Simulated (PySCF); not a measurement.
Saddle point of SiNH$_{5}$S, singlet (SiNH₅S ([NH2][SiH2][SH]) → SiNH₃ ([NH][SiH2]) + H₂S; bonds formed: S2–H4; bonds broken: Si1–S2, N3–H4), PBE0-D4/def2-TZVP structure:

| atom | x (Å) | y (Å) | z (Å) |
| --- | --- | --- | --- |
| Si1 | -0.3486 | 0.2484 | 0.7615 |
| S2 | 1.3250 | 0.5281 | -1.0855 |
| N3 | -1.2016 | -0.7849 | -0.1489 |
| H4 | 0.2338 | -0.3796 | -1.2324 |
| H5 | 0.6308 | -0.2929 | 1.7340 |
| H6 | -0.6816 | 1.6591 | 1.1161 |
| H7 | 2.1506 | -0.4228 | -0.6164 |
| H8 | -2.1085 | -0.5554 | -0.5284 |

Energies are electronic, without zero-point energy. Barriers and step energies count from the start structure reached by relaxing down the imaginary mode; all methods use the PBE0-D4 structures, on which another method's saddle can fall below an end. Computed with PySCF 2.14 with density fitting (its default auxiliary sets; JK sets also for MP2 and CCSD(T)) (basis: def2-TZVPP, with def2-QZVPP for the basis limit); correlated methods freeze the cores. B3LYP uses VWN-RPA correlation. Extrapolation: Hartree–Fock as exp(−7.88 √X), correlation as X^−2.97.

```
   method  barrier (eV)  step energy (eV)
    SPW92         2.626             2.693
   PBE-D4         2.661             2.551
r2SCAN-D4         2.868             2.725
  PBE0-D4         2.944             2.798
 B3LYP-D4             ?             2.648
 BHLYP-D4             ?             2.907
  wB97M-V         3.004             2.770
       HF             ?             3.101
      MP2         2.970             2.764
     CCSD         3.126             2.820
  CCSD(T)         2.999             2.736
```

Fill in the withheld barriers. (Judge from chemistry; the value comes from the calculation.)

Computed: BHLYP-D4 3.206; B3LYP-D4 2.899; HF 3.588 eV. Each is the energy of the saddle less that of the start structure, by the same method.

For comparison, the barrier by CCSD(T) at an estimated basis limit (MP2 extrapolated from triple and quadruple zeta, plus CCSD(T) − MP2 in triple zeta) is 3.005 eV.

T1 diagnostic: at most 0.018. The end structure is not quite a true minimum (one mode of 53i cm⁻¹).

Labels in which every atom is bracketed show which atoms are joined, not bond orders.

For scale, one of the runs: CCSD(T)/def2-TZVPP, 185 basis functions, launched by `OMP_NUM_THREADS=4 python run.py`. Hardware: 4 CPU threads of an Arm Neoverse V2, shared host. Wall time 3.5 min; peak host memory 1.7 GiB.
